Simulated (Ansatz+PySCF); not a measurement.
# doublet H2Cl: levels of theory in one basis

```xyz
3

H     0.0005   -1.3406    0.0000
Cl    0.0000    0.2032    0.0000
H    -0.0005   -2.1147    0.0000
```

Basis set: cc-pVTZ on H; cc-pV(T+d)Z on Cl (spherical functions). Frozen core: 5 orbitals. Correlation on ROHF uses semicanonical orbitals with singles. Charge 0, multiplicity 2.

Computed with Ansatz (development build ahead of 0.2.0) and PySCF 2.14.0; each method stands on the lowest determinant of its kind that the runs found.

```json
{"method": "ROHF", "E − E(ROHF) (eV)": "0.00", "<S²> of the determinant": "0.75"}
{"method": "UHF", "E − E(ROHF) (eV)": "-0.28", "<S²> of the determinant": "0.78"}
{"method": "ROHF-MP2", "E − E(ROHF) (eV)": "-5.97", "<S²> of the determinant": "–"}
{"method": "UHF-MP2", "E − E(ROHF) (eV)": "-5.93", "<S²> of the determinant": "0.78"}
{"method": "ROHF-CCSD", "E − E(ROHF) (eV)": "-6.70", "<S²> of the determinant": "–"}
{"method": "UHF-CCSD", "E − E(ROHF) (eV)": "-6.70", "<S²> of the determinant": "0.78"}
{"method": "ROHF-CCSD(T)", "E − E(ROHF) (eV)": "-6.92", "<S²> of the determinant": "–"}
{"method": "UHF-CCSD(T)", "E − E(ROHF) (eV)": "-6.92", "<S²> of the determinant": "0.78"}
```
